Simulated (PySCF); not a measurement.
Job file and geometry (Å, from PBE0-D3(BJ)/def2-TZVP) of an NMR shielding run on `N#[O+]`, [NO]+, GIAO wB97X-D/pcSseg-2 NMR shielding, non-relativistic, gas phase in PySCF 2.14.0, density-fitted response routines; density fitting, a coarse starting grid and PySCF grid level 2 are the driver's defaults:

```
$ OMP_NUM_THREADS=1 python probes_run.py task.json out

{"job": {"kind": "nmr", "xc": "wB97X-D", "basis": "pcSseg-2", "pop": false}, "charge": 1, "multiplicity": 1}
N     -0.475843    -0.213628     0.049363
O      0.493260     0.184791    -0.061515
```

Q: What does the program print?

A: 
```
coarse grid: 2152 points
cycle   1  E = -129.4643464184  dE =  8.367e-01  |g| = 6.251e-01  |ddm| = 1.131e+00
cycle   2  E = -129.4402748023  dE =  2.407e-02  |g| = 8.523e-01  |ddm| = 5.903e-01
cycle   3  E = -129.5471321709  dE = -1.069e-01  |g| = 2.187e-01  |ddm| = 2.867e-01
cycle   4  E = -129.5538352438  dE = -6.703e-03  |g| = 1.296e-02  |ddm| = 8.480e-02
cycle   5  E = -129.5538720989  dE = -3.686e-05  |g| = 1.528e-03  |ddm| = 1.571e-02
cycle   6  E = -129.5538725773  dE = -4.784e-07  |g| = 1.984e-04  |ddm| = 1.920e-03
final grid: 22200 points
cycle   7  E = -129.5516618565  dE = -2.503e-05  |g| = 2.174e-03  |ddm| = 2.188e-02
cycle   8  E = -129.5516609138  dE =  9.428e-07  |g| = 3.655e-03  |ddm| = 2.758e-03
cycle   9  E = -129.5516629954  dE = -2.082e-06  |g| = 2.196e-04  |ddm| = 1.109e-03
cycle  10  E = -129.5516630109  dE = -1.548e-08  |g| = 7.028e-05  |ddm| = 3.976e-04
cycle  11  E = -129.5516630121  dE = -1.220e-09  |g| = 8.709e-06  |ddm| = 9.179e-05
cycle  12  E = -129.5516630122  dE = -4.226e-11  |g| = 2.264e-06  |ddm| = 1.193e-05
converged SCF energy = -129.5516630122

GIAO shielding tensors (ppm)
atom      isotropic    diamagn.    paramagn.     s11        s22        s33       span
  0 N     -157.656     317.760    -475.416   -402.692   -402.684    332.407    735.099
  1 O     -190.230     388.908    -579.137   -487.929   -487.898    405.139    893.068
```

Q: Turn these shieldings into chemical shifts. δ = σ(ref) − σ, references computed at the same level: NH3 for 15N (σ = 262.16 ppm); 17O (σ = 328.24 ppm) against H2O.

A: Averaging equivalent atoms: N 0: 419.8; O 1: 518.5 ppm. Unscaled 17O shifts of doubly bonded oxygen tend to come out too high, by tens of ppm or more. Experimental scales use liquid or dissolved standards, which lie at an offset from isolated NH3 (liquid NH3: subtract about 20 ppm) and H2O (liquid H2O: subtract about 36 ppm). Unscaled 15N shifts of sp2 nitrogen come out 20 to 40 ppm too high even then.

Size and cost of the density-fitted run: 72 basis functions, 1.6 s wall time on 1 thread of an Arm Neoverse N1, shared host; peak memory 0.31 GiB.
